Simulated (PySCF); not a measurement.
# Simulated absorption spectrum

Compound: C4H4O.
SMILES: `Cc1cc1=O`

Computed, not measured: TDDFT CAM-B3LYP/def2-SVPD, vertical, gas phase, core orbitals frozen in the response in PySCF. Isolated species at its PBE0-D3(BJ)/def2-SVP geometry, gas phase.

Computed states:

| state | E (eV) | f |
| --- | --- | --- |
| S1 | 4.63 | 0.0004 |
| S2 | 5.55 | 0.0002 |
| S3 | 6.37 | 0.0062 |
| S4 | 6.82 | 0.083 |
| S5 | 7.47 | 0.049 |
| S6 | 7.60 | 0.0001 |
| S7 | 7.60 | 0.035 |
| S8 | 7.77 | 0.0003 |
| S9 | 8.34 | 0.168 |
| S10 | 8.44 | 0.082 |

Each state is given a Gaussian of 0.25 eV full width at half maximum, with ε(max) = 2.175×10⁸ f / Δν̃ (Δν̃ the width in cm⁻¹). The width is an assumption, not a result. The curve ends short of the highest state used, and states not computed would add to its high-energy end.

Task: Give the broadened spectrum and its maxima.

Result: 
| E (eV) | ε (L mol⁻¹ cm⁻¹) |
| --- | --- |
| 4.26 | 0 |
| 4.41 | 4 |
| 4.57 | 33 |
| 4.72 | 28 |
| 4.88 | 3 |
| 5.04 | 0 |
| 5.19 | 0 |
| 5.35 | 3 |
| 5.50 | 15 |
| 5.66 | 10 |
| 5.82 | 1 |
| 5.97 | 1 |
| 6.13 | 57 |
| 6.28 | 481 |
| 6.44 | 533 |
| 6.60 | 1008 |
| 6.75 | 6972 |
| 6.91 | 6475 |
| 7.06 | 771 |
| 7.22 | 329 |
| 7.37 | 3653 |
| 7.53 | 7503 |
| 7.69 | 3314 |
| 7.84 | 338 |

Maxima: 268 nm (4.63 eV), ε about 39, made up of S1 (100%); 223 nm (5.55 eV), ε about 17, made up of S2 (100%); 195 nm (6.37 eV), ε about 670, made up of S3 (100%); 182 nm (6.83 eV), ε about 8900, made up of S4 (100%); 165 nm (7.52 eV), ε about 7500, made up of S5 (63%) and S7 (37%) (ε in L mol⁻¹ cm⁻¹; maxima over ε = 5, shares over 10%).

Task: What would ε be at 6.83 eV, the highest of these maxima, with half the width (0.125 eV)?

Result: About 17800 L mol⁻¹ cm⁻¹ against 8930, a factor of about 1.99; a lone state at its own centre would give exactly 2.

Task: Coming from long wavelengths, where does ε first pass 100 L mol⁻¹ cm⁻¹?

Result: At about 201 nm (6.16 eV), 1.53 eV above S1.

Task: On this curve, what absorbance would a 10⁻⁴ mol/L sample give at 280 nm over a 1 cm path?

Result: 280 nm is 4.428 eV, where ε is about 6.1 L mol⁻¹ cm⁻¹, so A = ε c l ≈ 0.00061 (Beer–Lambert, with the gas-phase spectrum and the assumed width).

All these states lie below the vertical ionisation energy of 9.23 eV (ΔSCF).
